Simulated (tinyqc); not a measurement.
Ways to converge the cycle: SCF convergence aids in the sto-3g basis, for H2O, spin multiplicity 3. Computed by the program tinyqc with PySCF. UHF with one setting changed at a time; a run stops when the energy changes by less than 1e-09 hartree and the error matrix is below 1e-5. The start is the Wolfsberg-Helmholz matrix. Damping d keeps d of the old density; a shift (hartree) raises the virtual levels; DIIS n extrapolates F over n matrices.

Geometry (angstrom):

| atom | x | y | z |
|---|---|---|---|
| O | 0.0000 | 0.0000 | 0.0000 |
| H | 0.0000 | 0.8320 | 0.7660 |
| H | 0.0000 | -0.8400 | 0.7730 |

lowest solution found by these runs and by PySCF with stability checks = -74.694011 hartree

Largest element of the error matrix X^T (FDS - SDF) X:

| iteration | plain | damping 0.3 | damping 0.6 | shift 0.4 | DIIS 3 | DIIS 8 |
|---|---|---|---|---|---|---|
| 1 | 1.7e-01 | 1.7e-01 | 1.7e-01 | 1.7e-01 | 1.7e-01 | 1.7e-01 |
| 2 | 6.4e-02 | 8.4e-02 | 1.1e-01 | 9.0e-02 | 6.4e-02 | 6.4e-02 |
| 3 | 2.3e-02 | 5.0e-02 | 8.1e-02 | 5.1e-02 | 1.5e-02 | 1.5e-02 |
| 4 | 9.5e-03 | 2.8e-02 | 6.3e-02 | 2.7e-02 | 9.2e-03 | 9.2e-03 |
| 5 | 1.0e-02 | 1.5e-02 | 4.8e-02 | 1.4e-02 | 1.1e-02 | 1.1e-02 |
| 6 | 1.2e-02 | 1.0e-02 | 3.6e-02 | 1.1e-02 | 7.3e-03 | 7.3e-03 |
| 8 | 1.6e-02 | 1.3e-02 | 2.0e-02 | 1.0e-02 | 7.3e-04 | 4.1e-04 |
| 10 | 1.8e-02 | 1.5e-02 | 1.2e-02 | 1.2e-02 | 2.3e-04 | 3.7e-05 |
| 14 | 1.9e-02 | 1.9e-02 | 1.4e-02 | 1.6e-02 | 5.2e-05 | - |
| 20 | 5.7e-03 | 1.7e-02 | 1.8e-02 | 2.0e-02 | 6.8e-06 | - |
| 30 | 2.6e-03 | 4.2e-03 | 2.0e-02 | 1.1e-02 | - | - |
| 45 | 1.1e-03 | 2.4e-03 | 7.3e-03 | 3.7e-03 | - | - |
| 60 | 5.1e-04 | 1.3e-03 | 3.5e-03 | 2.1e-03 | - | - |

How each run ends:

| run | iterations | E (hartree) | state |
|---|---|---|---|
| plain | >60 | -74.69397 | falls steadily but slowly, by a factor of about 0.95 a step |
| damping 0.3 | >60 | -74.69381 | falls steadily but slowly, by a factor of about 0.96 a step |
| damping 0.6 | >60 | -74.69268 | falls steadily but slowly, by a factor of about 0.97 a step |
| shift 0.4 | >60 | -74.69351 | falls steadily but slowly, by a factor of about 0.96 a step |
| DIIS 3 | 20 | -74.63022 | higher |
| DIIS 8 | 12 | -74.63022 | higher |

What does the comparison show, and why?

No run reaches the lowest solution found. Ending on a higher stationary point: DIIS 3, DIIS 8; a small error matrix cannot reveal that, and an occupation fixed by the start is kept by symmetry or by the shape of the basin. Not converged: plain, damping 0.3, damping 0.6, shift 0.4. DIIS 3 and DIIS 8 gain by cancelling the error over several earlier matrices, much as a quasi-Newton step does.
